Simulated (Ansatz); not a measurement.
The cluster Al2H4⁻. The state is a doublet with charge -1. Geometry r2SCAN-D4/def2-TZVPD; atoms count from 1.

```tsv
atom	x (Å)	y (Å)	z (Å)
Al1	-0.329	1.188	-0.173
Al2	0.329	-1.188	0.173
H3	-0.258	-2.156	1.343
H4	-1.406	2.000	0.739
H5	0.258	2.154	-1.344
H6	1.407	-1.999	-0.738
```

The highest occupied level of the charge -1 doublet lies above zero (up to 0.05 eV). By energy differences its removal costs 1.60 eV (vertical, to the charge 0 singlet, at PBE0-D4/def2-TZVPD); a positive level beside a positive removal energy at the same level points to self-interaction error. The structure comes from a short search, and lower isomers may exist.

Estimate the Mulliken populations from the PBE0/def2-TZVPD orbitals of Ansatz.


```
atom  charge (e)  spin (α − β)
 Al1       -0.21          0.51
 Al2       -0.21          0.51
  H3       -0.15          0.00
  H4       -0.15          0.00
  H5       -0.15          0.00
  H6       -0.15          0.00
```
Mulliken values and Mayer orders depend strongly on the basis. With diffuse functions, as here, like atoms can get unlike values, and bond orders can come out too low or too high.

Where does the spin sit?

Summed by element: Al 1.02, H -0.02, of 1 unpaired in all. Largest on single atoms: Al2 0.51, Al1 0.51, H5 0.00.

And the Mayer bond orders between bonded heavy atoms (over 0.3)?

Al1–Al2 1.47 (2.49 Å).
